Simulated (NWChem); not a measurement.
The numbers come from NWChem runs, not from measurements. System: H2O2, charge 0, spin multiplicity 1, displaced from the optimised geometry. Level: PBE/cc-pVDZ, spin-restricted.

NWChem printed:

```
             Northwest Computational Chemistry Package (NWChem) 7.3.0
             --------------------------------------------------------

                                NWChem Input Module
                                -------------------

 Scaling coordinates for geometry "geometry" by  1.889725989
 (inverse scale =  0.529177249)

                             Geometry "geometry" -> ""
                             -------------------------

 Output coordinates in angstroms (scale by  1.889725989 to convert to a.u.)

  No.       Tag          Charge          X              Y              Z
 ---- ---------------- ---------- -------------- -------------- --------------
    1 O                    8.0000    -0.29424000     0.64533100    -0.05470600
    2 O                    8.0000     0.29424000    -0.64533100    -0.05470600
    3 H                    1.0000     0.36729300     1.15027600     0.43764800
    4 H                    1.0000    -0.53267600    -1.27651200     0.56073700

 Effective nuclear repulsion energy (a.u.)      36.3157064053

            Nuclear Dipole moment (a.u.)
            ----------------------------
        X                 Y               Z
 ---------------- ---------------- ----------------
    -0.3125285532    -0.2385514499     0.2326044822


 Summary of "ao basis" -> "" (spherical)
 ------------------------------------------------------------------------------
       Tag                 Description            Shells   Functions and Types
 ---------------- ------------------------------  ------  ---------------------
 *                          cc-pvdz                   on all atoms

  pbe96 is a nonlocal functional; adding pw91lda local functional.

                                 NWChem DFT Module
                                 -----------------

 Summary of "ao basis" -> "ao basis" (spherical)
 ------------------------------------------------------------------------------
       Tag                 Description            Shells   Functions and Types
 ---------------- ------------------------------  ------  ---------------------
 O                          cc-pvdz                  6       14   3s2p1d
 H                          cc-pvdz                  3        5   2s1p

 Summary of "ao basis" -> "ao basis" (spherical)
 ------------------------------------------------------------------------------
       Tag                 Description            Shells   Functions and Types
[...]
    18     -0.168436  2 O  px                 4      0.159408  1 O  px

 Vector    8  Occ=2.000000D+00  E=-2.433597D-01
              MO Center= -4.2D-02, -3.1D-02,  4.2D-02, r^2= 1.3D+00
   Bfn.  Coefficient  Atom+Function         Bfn.  Coefficient  Atom+Function
  ----- ------------  ---------------      ----- ------------  ---------------
     4      0.407814  1 O  px                18     -0.400078  2 O  px
     7      0.274705  1 O  px                21     -0.272188  2 O  px
     6     -0.205734  1 O  pz                34      0.195784  4 H  s
    20     -0.184729  2 O  pz                 9     -0.167526  1 O  pz
     3     -0.161843  1 O  s                 29      0.162592  3 H  s

 Vector    9  Occ=2.000000D+00  E=-1.955998D-01
              MO Center=  1.2D-02, -5.8D-02, -6.9D-02, r^2= 1.2D+00
   Bfn.  Coefficient  Atom+Function         Bfn.  Coefficient  Atom+Function
  ----- ------------  ---------------      ----- ------------  ---------------
    20     -0.465976  2 O  pz                 6      0.446793  1 O  pz
    23     -0.342032  2 O  pz                 9      0.325124  1 O  pz
    18     -0.145058  2 O  px                34     -0.123612  4 H  s
    21     -0.118958  2 O  px                29      0.115278  3 H  s
     4     -0.101681  1 O  px                 7     -0.093647  1 O  px

 Vector   10  Occ=0.000000D+00  E=-3.543954D-02
              MO Center= -4.2D-01, -1.1D+00,  4.5D-01, r^2= 1.8D+00
   Bfn.  Coefficient  Atom+Function         Bfn.  Coefficient  Atom+Function
  ----- ------------  ---------------      ----- ------------  ---------------
    35      0.871533  4 H  s                 17     -0.531395  2 O  s
    21      0.340360  2 O  px                18      0.337933  2 O  px
    34      0.328115  4 H  s                 20     -0.216592  2 O  pz
    23     -0.213136  2 O  pz                 5     -0.184893  1 O  py
     8     -0.153409  1 O  py                16     -0.152258  2 O  s

 Vector   11  Occ=0.000000D+00  E= 1.271694D-02
              MO Center=  1.4D-01,  3.3D-01,  1.7D-01, r^2= 2.0D+00
   Bfn.  Coefficient  Atom+Function         Bfn.  Coefficient  Atom+Function
  ----- ------------  ---------------      ----- ------------  ---------------
     3      0.706900  1 O  s                 30     -0.680262  3 H  s
    19     -0.455125  2 O  py                22     -0.454519  2 O  py
     7      0.321459  1 O  px                 5     -0.282726  1 O  py
     4      0.278217  1 O  px                 8     -0.271054  1 O  py
     2      0.187890  1 O  s                 35     -0.187987  4 H  s

 Vector   12  Occ=0.000000D+00  E= 6.801832D-02
              MO Center=  3.2D-01,  8.1D-01,  3.6D-01, r^2= 2.3D+00
   Bfn.  Coefficient  Atom+Function         Bfn.  Coefficient  Atom+Function
  ----- ------------  ---------------      ----- ------------  ---------------
    30      1.103526  3 H  s                  8     -0.534341  1 O  py
     5     -0.415708  1 O  py                22     -0.386174  2 O  py
     3     -0.320884  1 O  s                 19     -0.304431  2 O  py
    17     -0.264340  2 O  s                 35     -0.241197  4 H  s
    29      0.191801  3 H  s                  9     -0.189362  1 O  pz

 center of mass
 --------------
 x =  -0.00926245 y =  -0.00706998 z =  -0.04133598

 moments of inertia (a.u.)
 ------------------
          60.304067708492          17.726186267251           0.509488848799
          17.726186267251          13.498918515316           0.774264689546
           0.509488848799           0.774264689546          69.593504363872

     Multipole analysis of the density
     ---------------------------------

     L   x y z        total         alpha         beta         nuclear
     -   - - -        -----         -----         ----         -------
     0   0 0 0     -0.000000     -9.000000     -9.000000     18.000000

     1   1 0 0     -0.012682      0.149923      0.149923     -0.312529
     1   0 1 0      0.008909      0.123730      0.123730     -0.238551
     1   0 0 1      0.663076      0.215236      0.215236      0.232604

     2   2 0 0     -8.554095     -7.497938     -7.497938      6.441781
     2   1 1 0      1.978114      4.445239      4.445239     -6.912364
     2   1 0 1     -0.189978      0.151318      0.151318     -0.492614
     2   0 2 0     -6.439310    -20.389067    -20.389067     34.338824
     2   0 1 1     -0.093598      0.332397      0.332397     -0.758392
     2   0 0 2     -8.505845     -5.241832     -5.241832      1.977819

 Task  times  cpu:        1.1s     wall:        1.1s

 Total times  cpu:        1.1s     wall:        1.1s
```

### Question
Write an NWChem input that would produce this output.

### Answer
One answer among several that fit: 
```
start mol
memory heap 200 mb stack 800 mb global 1000 mb
geometry units angstroms nocenter noautoz noautosym
  O     -0.294240     0.645331    -0.054706
  O      0.294240    -0.645331    -0.054706
  H      0.367293     1.150276     0.437648
  H     -0.532676    -1.276512     0.560737
end
basis spherical
  * library cc-pvdz
end
dft
  xc xpbe96 cpbe96
  semidirect memsize 60000000 filesize 0
  iterations 100
end
task dft energy
```
